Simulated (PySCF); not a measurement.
Reaction (SMILES): C#C (C2H2) → C#[C-] + H+
B3LYP-D3(BJ)/def2-TZVP geometries, fixed; electronic energies without zero-point terms.

Basis-set convergence of the deprotonation energy at PBE with PySCF. All functions are spherical. Density fitting with generated auxiliary sets. In sets without p functions on hydrogen, species with hydrogen take exact integrals. No added dispersion term, no relativity. Functions are those of the species that has most. Reference: the value in aug-cc-pVQZ, 382.09 kcal/mol, itself unsure by roughly 0.73 kcal/mol (its distance from def2-QZVPPD). Deviations are taken from unrounded values.

| basis | functions | deprotonation energy (kcal/mol) | minus reference (kcal/mol) |
|---|---|---|---|
| STO-3G | 12 | 486.54 | 104.46 |
| 3-21G | 22 | 405.71 | 23.63 |
| pcseg-0 | 22 | 393.92 | 11.84 |
| 6-31G* | 32 | 402.17 | 20.09 |
| def2-SV(P) | 32 | 392.49 | 10.40 |
| def2-SVP | 38 | 394.39 | 12.31 |
| 6-311G** | 48 | 393.10 | 11.02 |
| 6-311+G** | 56 | 381.41 | -0.67 |
| 6-311++G(2d,2p) | 74 | 381.70 | -0.39 |
| def2-TZVPP | 90 | 385.78 | 3.69 |
| 6-311++G(3df,3pd) | 114 | 381.98 | -0.11 |
| aug-cc-pVTZ | 138 | 381.92 | -0.17 |
| aug-pcseg-2 | 138 | 382.06 | -0.03 |
